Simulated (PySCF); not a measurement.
# H5NF+, an ion with solvent molecules: interaction energy, part 2 of 3

PySCF 2.14.0. Atoms count from 0, parts from 1. Earlier steps stand in the parts before.

### Step 5. Coupled-cluster interaction energy: CCSD(T) and MP2, 1.90 Å

Job settings and geometry (Å):

```
{"job": {"kind": "intercc", "basis": "aug-cc-pVDZ", "basis_mid": "aug-cc-pVTZ", "basis_large": "aug-cc-pVQZ"}, "charge": 1, "multiplicity": 1, "parts": [{"atoms": "0-4", "charge": 1, "multiplicity": 1}, {"atoms": "5-6", "charge": 0, "multiplicity": 1}]}
N     -0.044108    -0.029360     0.114300
H     -0.736082    -0.626408    -0.341927
H      0.161370     0.770680    -0.487415
H     -0.419919     0.305955     1.003396
H      0.827199    -0.561795     0.286330
F      2.587050    -1.162338     0.697862
H      3.155914    -1.893412     0.760152
```

Level: CCSD(T)/aug-cc-pVDZ and MP2/aug-cc-pVTZ, aug-cc-pVQZ counterpoise interaction energy, frozen core, gas phase.

The program printed:

```text
part 1, own basis, geometry of the cluster: E = -56.5639555260 (as before)

part 2, own basis, geometry of the cluster: E = -100.0604284876 (as before)

part 1, own basis, relaxed alone: E = -56.5642290861 (as before)

part 2, own basis, relaxed alone: E = -100.0608782296 (as before)

cluster
final grid: 5248 points
cycle   1  E = -156.6421461992  dE = -5.164e-03  |g| = 3.299e-02  |ddm| = 6.242e-01
cycle   2  E = -156.6425178367  dE = -3.716e-04  |g| = 1.311e-02  |ddm| = 8.842e-02
cycle   3  E = -156.6425644753  dE = -4.664e-05  |g| = 5.909e-03  |ddm| = 2.490e-02
cycle   4  E = -156.6425754424  dE = -1.097e-05  |g| = 1.022e-03  |ddm| = 1.195e-02
cycle   5  E = -156.6425758977  dE = -4.553e-07  |g| = 1.968e-04  |ddm| = 2.718e-03
cycle   6  E = -156.6425759160  dE = -1.833e-08  |g| = 3.045e-05  |ddm| = 7.206e-04
cycle   7  E = -156.6425759164  dE = -3.438e-10  |g| = 1.112e-05  |ddm| = 7.767e-05
converged SCF energy = -156.6425759164

part 1 in the basis of the cluster
final grid: 5248 points
cycle   1  E = -56.5639707447  dE = -1.614e-05  |g| = 7.177e-04  |ddm| = 2.029e-01
cycle   2  E = -56.5639708587  dE = -1.140e-07  |g| = 6.537e-05  |ddm| = 1.823e-02
cycle   3  E = -56.5639708599  dE = -1.161e-09  |g| = 5.329e-06  |ddm| = 2.051e-03
cycle   4  E = -56.5639708599  dE = -4.974e-12  |g| = 2.030e-06  |ddm| = 5.912e-05
converged SCF energy = -56.5639708599

part 2 in the basis of the cluster
final grid: 5248 points
cycle   1  E = -100.0605626034  dE = -1.347e-04  |g| = 2.674e-03  |ddm| = 5.172e-01
cycle   2  E = -100.0605645229  dE = -1.920e-06  |g| = 3.647e-04  |ddm| = 6.352e-02
cycle   3  E = -100.0605645706  dE = -4.765e-08  |g| = 5.785e-05  |ddm| = 1.066e-02
cycle   4  E = -100.0605645714  dE = -7.578e-10  |g| = 2.777e-05  |ddm| = 5.282e-04
converged SCF energy = -100.0605645714

Interaction energy (kcal/mol)
  counterpoise      -11.749
  uncorrected       -12.171
  dispersion part     0.000
  deformation         0.120
  binding           -11.630

Decomposition of the uncorrected value (kcal/mol)
  electrostatic     -11.935
  Pauli               4.029
  orbital            -3.510
  dispersion          0.000
  correlation        -0.755

Charge of each part in the cluster: 0.983 0.017
part 1, own basis, geometry of the cluster: E = -56.5677540607 (as before)

part 2, own basis, geometry of the cluster: E = -100.0678684378 (as before)

part 1, own basis, relaxed alone: E = -56.5680341243 (as before)

part 2, own basis, relaxed alone: E = -100.0683486666 (as before)

cluster
final grid: 5248 points
cycle   1  E = -156.6534221366  dE = -5.278e-03  |g| = 3.352e-02  |ddm| = 1.155e+00
cycle   2  E = -156.6538070339  dE = -3.849e-04  |g| = 1.345e-02  |ddm| = 1.508e-01
cycle   3  E = -156.6538550868  dE = -4.805e-05  |g| = 6.014e-03  |ddm| = 3.140e-02
cycle   4  E = -156.6538663469  dE = -1.126e-05  |g| = 1.085e-03  |ddm| = 1.385e-02
cycle   5  E = -156.6538668269  dE = -4.800e-07  |g| = 2.105e-04  |ddm| = 2.743e-03
cycle   6  E = -156.6538668475  dE = -2.062e-08  |g| = 3.058e-05  |ddm| = 1.172e-03
cycle   7  E = -156.6538668478  dE = -3.574e-10  |g| = 1.100e-05  |ddm| = 9.780e-05
converged SCF energy = -156.6538668478

part 1 in the basis of the cluster
final grid: 5248 points
cycle   1  E = -56.5677579805  dE = -5.151e-06  |g| = 3.943e-04  |ddm| = 3.204e-01
cycle   2  E = -56.5677580103  dE = -2.980e-08  |g| = 3.217e-05  |ddm| = 2.219e-02
cycle   3  E = -56.5677580106  dE = -2.424e-10  |g| = 1.298e-06  |ddm| = 1.975e-03
converged SCF energy = -56.5677580106

part 2 in the basis of the cluster
final grid: 5248 points
cycle   1  E = -100.0679404198  dE = -7.209e-05  |g| = 1.818e-03  |ddm| = 9.649e-01
cycle   2  E = -100.0679412219  dE = -8.021e-07  |g| = 2.216e-04  |ddm| = 1.098e-01
cycle   3  E = -100.0679412386  dE = -1.671e-08  |g| = 2.697e-05  |ddm| = 1.590e-02
cycle   4  E = -100.0679412388  dE = -2.037e-10  |g| = 1.377e-05  |ddm| = 7.643e-04
converged SCF energy = -100.0679412388

Interaction energy (kcal/mol)
  counterpoise      -11.932
  uncorrected       -12.130
  dispersion part     0.000
  deformation         0.161
  binding           -11.771

Decomposition of the uncorrected value (kcal/mol)
  electrostatic     -11.906
  Pauli               4.047
  orbital            -3.591
  dispersion          0.000
  correlation        -0.681

Charge of each part in the cluster: 0.983 0.017
part 1 in the basis of the cluster: E(HF) = -56.547491268  E2 = -0.192476158  E(CCSD corr) = -0.210358102  (T) = -0.004390091
part 2 in the basis of the cluster: E(HF) = -100.033244370  E2 = -0.223417969  E(CCSD corr) = -0.227071760  (T) = -0.004277345
cluster: E(HF) = -156.598673094  E2 = -0.416204238  E(CCSD corr) = -0.437556491  (T) = -0.008806601

Counterpoise interaction energy (kcal/mol)
  hf_small                 -11.256
  mp2_small                -11.450
  ccsd_small               -11.335
  ccsdt_small              -11.423
  hf_large                 -11.400
  mp2_large                -11.932
  hf_middle                -11.321
  mp2_middle               -11.749
  scs_mp2_large            -11.578
  mp2_limit                -12.008
  ccsdt_less_mp2             0.028
  ccsdt_limit_estimate     -11.980
  bsse_mp2_large             0.198
```

It took 92 s on 1 thread of Arm Neoverse N1, shared host; peak memory 0.96 GiB.

Contacts at this geometry (a selection, picked against the atoms' radii; other short pairs can be missing):

| atoms | distance (Å) | kind (by distance and angle) | angle (°) |
| --- | --- | --- | --- |
| H4···F5 | 1.90 | hydrogen bond | 167 |

| method | interaction energy (kcal/mol) | from CCSD(T), limit estimate (kcal/mol) |
| --- | --- | --- |
| HF/aug-cc-pVDZ | -11.26 | +0.72 |
| MP2/aug-cc-pVDZ | -11.45 | +0.53 |
| CCSD/aug-cc-pVDZ | -11.34 | +0.64 |
| CCSD(T)/aug-cc-pVDZ | -11.42 | +0.56 |
| HF/aug-cc-pVQZ | -11.40 | +0.58 |
| MP2/aug-cc-pVQZ | -11.93 | +0.05 |
| SCS-MP2/aug-cc-pVQZ | -11.58 | +0.40 |
| MP2, extrapolated | -12.01 | -0.03 |
| CCSD(T), limit estimate | -11.98 | 0 |

These energies keep the parts at their geometry in the cluster; deforming them to it costs 0.16 kcal/mol (MP2).

### Step 6. Coupled-cluster interaction energy: CCSD(T) and MP2, 1.64 Å

Same as in step 5 but for these lines:

```diff
@@ -6,3 +6,3 @@
 H      0.827199    -0.561795     0.286330
-F      2.587050    -1.162338     0.697862
-H      3.155914    -1.893412     0.760152
+F      2.347071    -1.080446     0.641744
+H      2.915934    -1.811520     0.704034
```

With the program's defaults for keys left out, this is: CCSD(T)/aug-cc-pVDZ and MP2/aug-cc-pVTZ, aug-cc-pVQZ counterpoise interaction energy, frozen core, gas phase.

The program printed:

```text
part 1, own basis, geometry of the cluster: E = -56.5639555260 (as before)

part 2, own basis, geometry of the cluster: E = -100.0604284876 (as before)

part 1, own basis, relaxed alone: E = -56.5642290861 (as before)

part 2, own basis, relaxed alone: E = -100.0608782296 (as before)

cluster
final grid: 5248 points
cycle   1  E = -156.6407236238  dE = -1.004e-02  |g| = 4.436e-02  |ddm| = 7.358e-01
cycle   2  E = -156.6414404841  dE = -7.169e-04  |g| = 1.617e-02  |ddm| = 1.193e-01
cycle   3  E = -156.6415277285  dE = -8.724e-05  |g| = 7.812e-03  |ddm| = 3.620e-02
cycle   4  E = -156.6415446640  dE = -1.694e-05  |g| = 1.488e-03  |ddm| = 1.439e-02
cycle   5  E = -156.6415454795  dE = -8.155e-07  |g| = 2.758e-04  |ddm| = 3.544e-03
cycle   6  E = -156.6415455132  dE = -3.366e-08  |g| = 4.279e-05  |ddm| = 9.880e-04
cycle   7  E = -156.6415455138  dE = -6.498e-10  |g| = 1.565e-05  |ddm| = 1.091e-04
converged SCF energy = -156.6415455138

part 1 in the basis of the cluster
final grid: 5248 points
cycle   1  E = -56.5639802610  dE = -2.644e-05  |g| = 9.361e-04  |ddm| = 2.516e-01
cycle   2  E = -56.5639804220  dE = -1.610e-07  |g| = 7.860e-05  |ddm| = 2.056e-02
cycle   3  E = -56.5639804235  dE = -1.442e-09  |g| = 7.179e-06  |ddm| = 2.066e-03
cycle   4  E = -56.5639804235  dE = -9.948e-12  |g| = 2.478e-06  |ddm| = 5.596e-05
converged SCF energy = -56.5639804235

part 2 in the basis of the cluster
final grid: 5248 points
cycle   1  E = -100.0606096339  dE = -1.819e-04  |g| = 3.106e-03  |ddm| = 5.305e-01
cycle   2  E = -100.0606120614  dE = -2.428e-06  |g| = 4.124e-04  |ddm| = 7.218e-02
cycle   3  E = -100.0606121216  dE = -6.021e-08  |g| = 7.157e-05  |ddm| = 1.259e-02
cycle   4  E = -100.0606121227  dE = -1.062e-09  |g| = 3.277e-05  |ddm| = 6.866e-04
cycle   5  E = -100.0606121229  dE = -2.128e-10  |g| = 5.540e-06  |ddm| = 2.046e-04
converged SCF energy = -100.0606121229

Interaction energy (kcal/mol)
  counterpoise      -11.711
  uncorrected       -12.296
  dispersion part     0.000
  deformation         0.120
  binding           -11.591

Decomposition of the uncorrected value (kcal/mol)
  electrostatic     -15.695
  Pauli              11.738
  orbital            -6.813
  dispersion          0.000
  correlation        -1.525

Charge of each part in the cluster: 0.969 0.031
part 1, own basis, geometry of the cluster: E = -56.5677540607 (as before)

part 2, own basis, geometry of the cluster: E = -100.0678684378 (as before)

part 1, own basis, relaxed alone: E = -56.5680341243 (as before)

part 2, own basis, relaxed alone: E = -100.0683486666 (as before)

cluster
final grid: 5248 points
cycle   1  E = -156.6520116411  dE = -1.025e-02  |g| = 4.499e-02  |ddm| = 1.107e+00
cycle   2  E = -156.6527510036  dE = -7.394e-04  |g| = 1.662e-02  |ddm| = 1.563e-01
cycle   3  E = -156.6528406899  dE = -8.969e-05  |g| = 7.888e-03  |ddm| = 4.228e-02
cycle   4  E = -156.6528580018  dE = -1.731e-05  |g| = 1.583e-03  |ddm| = 1.616e-02
cycle   5  E = -156.6528588579  dE = -8.561e-07  |g| = 2.942e-04  |ddm| = 3.404e-03
cycle   6  E = -156.6528588954  dE = -3.743e-08  |g| = 4.373e-05  |ddm| = 1.190e-03
cycle   7  E = -156.6528588960  dE = -6.810e-10  |g| = 1.602e-05  |ddm| = 1.452e-04
converged SCF energy = -156.6528588960

part 1 in the basis of the cluster
final grid: 5248 points
cycle   1  E = -56.5677591450  dE = -6.999e-06  |g| = 4.569e-04  |ddm| = 4.198e-01
cycle   2  E = -56.5677591835  dE = -3.846e-08  |g| = 3.682e-05  |ddm| = 2.733e-02
cycle   3  E = -56.5677591838  dE = -3.004e-10  |g| = 1.375e-06  |ddm| = 2.182e-03
converged SCF energy = -56.5677591838

part 2 in the basis of the cluster
final grid: 5248 points
cycle   1  E = -100.0679610739  dE = -9.277e-05  |g| = 2.066e-03  |ddm| = 8.205e-01
cycle   2  E = -100.0679620719  dE = -9.980e-07  |g| = 2.497e-04  |ddm| = 9.140e-02
cycle   3  E = -100.0679620923  dE = -2.048e-08  |g| = 2.869e-05  |ddm| = 1.355e-02
cycle   4  E = -100.0679620926  dE = -2.438e-10  |g| = 1.426e-05  |ddm| = 7.827e-04
converged SCF energy = -100.0679620926

Interaction energy (kcal/mol)
  counterpoise      -12.007
  uncorrected       -12.312
  dispersion part     0.000
  deformation         0.161
  binding           -11.846

Decomposition of the uncorrected value (kcal/mol)
  electrostatic     -15.640
  Pauli              11.788
  orbital            -6.965
  dispersion          0.000
  correlation        -1.495

Charge of each part in the cluster: 0.969 0.031
part 1 in the basis of the cluster: E(HF) = -56.547533307  E2 = -0.192576741  E(CCSD corr) = -0.210447309  (T) = -0.004399398
part 2 in the basis of the cluster: E(HF) = -100.033391756  E2 = -0.223684663  E(CCSD corr) = -0.227349290  (T) = -0.004319586
cluster: E(HF) = -156.597494387  E2 = -0.417301722  E(CCSD corr) = -0.438422358  (T) = -0.008997933

Counterpoise interaction energy (kcal/mol)
  hf_small                 -10.397
  mp2_small                -11.050
  ccsd_small               -10.790
  ccsdt_small              -10.965
  hf_large                 -10.754
  mp2_large                -12.007
  hf_middle                -10.638
  mp2_middle               -11.711
  scs_mp2_large            -11.392
  mp2_limit                -12.139
  ccsdt_less_mp2             0.085
  ccsdt_limit_estimate     -12.054
  bsse_mp2_large             0.305
```

Wall time 93 s (1 thread of Arm Neoverse N1, shared host); peak memory 1 GiB.

Contacts at this geometry (a selection, picked against the atoms' radii; other short pairs can be missing):

| atoms | distance (Å) | kind (by distance and angle) | angle (°) |
| --- | --- | --- | --- |
| H4···F5 | 1.65 | hydrogen bond | 167 |

Differences are taken before rounding.

| method | interaction energy (kcal/mol) | from CCSD(T), limit estimate (kcal/mol) |
| --- | --- | --- |
| HF/aug-cc-pVDZ | -10.40 | +1.66 |
| MP2/aug-cc-pVDZ | -11.05 | +1.00 |
| CCSD/aug-cc-pVDZ | -10.79 | +1.26 |
| CCSD(T)/aug-cc-pVDZ | -10.97 | +1.09 |
| HF/aug-cc-pVQZ | -10.75 | +1.30 |
| MP2/aug-cc-pVQZ | -12.01 | +0.05 |
| SCS-MP2/aug-cc-pVQZ | -11.39 | +0.66 |
| MP2, extrapolated | -12.14 | -0.09 |
| CCSD(T), limit estimate | -12.05 | 0 |

These energies keep the parts at their geometry in the cluster; deforming them to it costs 0.16 kcal/mol (MP2).

### Step 7. Coupled-cluster interaction energy: CCSD(T) and MP2, 2.16 Å

Same as in step 6 but for these lines:

```diff
@@ -6,3 +6,3 @@
 H      0.827199    -0.561795     0.286330
-F      2.347071    -1.080446     0.641744
-H      2.915934    -1.811520     0.704034
+F      2.827030    -1.244230     0.753980
+H      3.395893    -1.975304     0.816270
```

With the program's defaults for keys left out, this is: CCSD(T)/aug-cc-pVDZ and MP2/aug-cc-pVTZ, aug-cc-pVQZ counterpoise interaction energy, frozen core, gas phase.

The program printed:

```text
part 1, own basis, geometry of the cluster: E = -56.5639555260 (as before)

part 2, own basis, geometry of the cluster: E = -100.0604284876 (as before)

part 1, own basis, relaxed alone: E = -56.5642290861 (as before)

part 2, own basis, relaxed alone: E = -100.0608782296 (as before)

cluster
final grid: 5248 points
cycle   1  E = -156.6406936510  dE = -3.055e-03  |g| = 2.630e-02  |ddm| = 5.127e-01
cycle   2  E = -156.6409111982  dE = -2.175e-04  |g| = 1.106e-02  |ddm| = 6.810e-02
cycle   3  E = -156.6409398683  dE = -2.867e-05  |g| = 4.516e-03  |ddm| = 1.877e-02
cycle   4  E = -156.6409468168  dE = -6.948e-06  |g| = 7.674e-04  |ddm| = 9.927e-03
cycle   5  E = -156.6409470997  dE = -2.830e-07  |g| = 1.510e-04  |ddm| = 2.180e-03
cycle   6  E = -156.6409471111  dE = -1.131e-08  |g| = 2.348e-05  |ddm| = 5.366e-04
cycle   7  E = -156.6409471113  dE = -2.207e-10  |g| = 8.265e-06  |ddm| = 6.158e-05
converged SCF energy = -156.6409471113

part 1 in the basis of the cluster
final grid: 5248 points
cycle   1  E = -56.5639685330  dE = -1.368e-05  |g| = 6.955e-04  |ddm| = 1.930e-01
cycle   2  E = -56.5639686439  dE = -1.109e-07  |g| = 6.657e-05  |ddm| = 1.853e-02
cycle   3  E = -56.5639686451  dE = -1.179e-09  |g| = 5.214e-06  |ddm| = 2.146e-03
cycle   4  E = -56.5639686451  dE = -5.187e-12  |g| = 1.939e-06  |ddm| = 4.916e-05
converged SCF energy = -56.5639686451

part 2 in the basis of the cluster
final grid: 5248 points
cycle   1  E = -100.0605347838  dE = -1.067e-04  |g| = 2.343e-03  |ddm| = 4.526e-01
cycle   2  E = -100.0605361991  dE = -1.415e-06  |g| = 3.108e-04  |ddm| = 5.234e-02
cycle   3  E = -100.0605362328  dE = -3.363e-08  |g| = 5.108e-05  |ddm| = 8.368e-03
cycle   4  E = -100.0605362334  dE = -5.848e-10  |g| = 2.430e-05  |ddm| = 4.097e-04
converged SCF energy = -100.0605362334

Interaction energy (kcal/mol)
  counterpoise      -10.382
  uncorrected       -10.698
  dispersion part     0.000
  deformation         0.120
  binding           -10.262

Decomposition of the uncorrected value (kcal/mol)
  electrostatic      -9.688
  Pauli               1.371
  orbital            -2.076
  dispersion          0.000
  correlation        -0.304

Charge of each part in the cluster: 0.991 0.009
part 1, own basis, geometry of the cluster: E = -56.5677540607 (as before)

part 2, own basis, geometry of the cluster: E = -100.0678684378 (as before)

part 1, own basis, relaxed alone: E = -56.5680341243 (as before)

part 2, own basis, relaxed alone: E = -100.0683486666 (as before)

cluster
final grid: 5248 points
cycle   1  E = -156.6519219618  dE = -3.072e-03  |g| = 2.659e-02  |ddm| = 1.111e+00
cycle   2  E = -156.6521459712  dE = -2.240e-04  |g| = 1.131e-02  |ddm| = 1.338e-01
cycle   3  E = -156.6521753479  dE = -2.938e-05  |g| = 4.601e-03  |ddm| = 2.293e-02
cycle   4  E = -156.6521824935  dE = -7.146e-06  |g| = 8.086e-04  |ddm| = 1.063e-02
cycle   5  E = -156.6521827877  dE = -2.942e-07  |g| = 1.604e-04  |ddm| = 2.557e-03
cycle   6  E = -156.6521828003  dE = -1.263e-08  |g| = 2.351e-05  |ddm| = 1.093e-03
cycle   7  E = -156.6521828006  dE = -2.268e-10  |g| = 7.978e-06  |ddm| = 7.217e-05
converged SCF energy = -156.6521828006

part 1 in the basis of the cluster
final grid: 5248 points
cycle   1  E = -56.5677567430  dE = -3.676e-06  |g| = 3.273e-04  |ddm| = 3.057e-01
cycle   2  E = -56.5677567663  dE = -2.329e-08  |g| = 2.817e-05  |ddm| = 2.348e-02
cycle   3  E = -56.5677567665  dE = -2.128e-10  |g| = 1.205e-06  |ddm| = 2.300e-03
converged SCF energy = -56.5677567665

part 2 in the basis of the cluster
final grid: 5248 points
cycle   1  E = -100.0679238930  dE = -5.550e-05  |g| = 1.553e-03  |ddm| = 9.897e-01
cycle   2  E = -100.0679245141  dE = -6.211e-07  |g| = 1.912e-04  |ddm| = 1.159e-01
cycle   3  E = -100.0679245271  dE = -1.300e-08  |g| = 2.621e-05  |ddm| = 1.655e-02
cycle   4  E = -100.0679245273  dE = -1.736e-10  |g| = 1.340e-05  |ddm| = 6.698e-04
converged SCF energy = -100.0679245273

Interaction energy (kcal/mol)
  counterpoise      -10.482
  uncorrected       -10.618
  dispersion part     0.000
  deformation         0.161
  binding           -10.320

Decomposition of the uncorrected value (kcal/mol)
  electrostatic      -9.670
  Pauli               1.369
  orbital            -2.091
  dispersion          0.000
  correlation        -0.226

Charge of each part in the cluster: 0.991 0.009
part 1 in the basis of the cluster: E(HF) = -56.547469828  E2 = -0.192440042  E(CCSD corr) = -0.210326791  (T) = -0.004386418
part 2 in the basis of the cluster: E(HF) = -100.033144707  E2 = -0.223271627  E(CCSD corr) = -0.226917378  (T) = -0.004249142
cluster: E(HF) = -156.597042842  E2 = -0.415592201  E(CCSD corr) = -0.437043474  (T) = -0.008685065

Counterpoise interaction energy (kcal/mol)
  hf_small                 -10.309
  mp2_small                -10.234
  ccsd_small               -10.183
  ccsdt_small              -10.214
  hf_large                 -10.355
  mp2_large                -10.482
  hf_middle                -10.318
  mp2_middle               -10.382
  scs_mp2_large            -10.274
  mp2_limit                -10.527
  ccsdt_less_mp2             0.020
  ccsdt_limit_estimate     -10.507
  bsse_mp2_large             0.137
```

Run time: 92 s. Hardware: 1 thread of Arm Neoverse N1, shared host; peak memory 1 GiB.

Contacts at this geometry (a selection, picked against the atoms' radii; other short pairs can be missing):

| atoms | distance (Å) | kind (by distance and angle) | angle (°) |
| --- | --- | --- | --- |
| H4···F5 | 2.16 | hydrogen bond | 167 |

Differences are taken before rounding.

| method | interaction energy (kcal/mol) | from CCSD(T), limit estimate (kcal/mol) |
| --- | --- | --- |
| HF/aug-cc-pVDZ | -10.31 | +0.20 |
| MP2/aug-cc-pVDZ | -10.23 | +0.27 |
| CCSD/aug-cc-pVDZ | -10.18 | +0.32 |
| CCSD(T)/aug-cc-pVDZ | -10.21 | +0.29 |
| HF/aug-cc-pVQZ | -10.35 | +0.15 |
| MP2/aug-cc-pVQZ | -10.48 | +0.03 |
| SCS-MP2/aug-cc-pVQZ | -10.27 | +0.23 |
| MP2, extrapolated | -10.53 | -0.02 |
| CCSD(T), limit estimate | -10.51 | 0 |

These energies keep the parts at their geometry in the cluster; deforming them to it costs 0.16 kcal/mol (MP2).

(Part 2 of 3 ends here.)
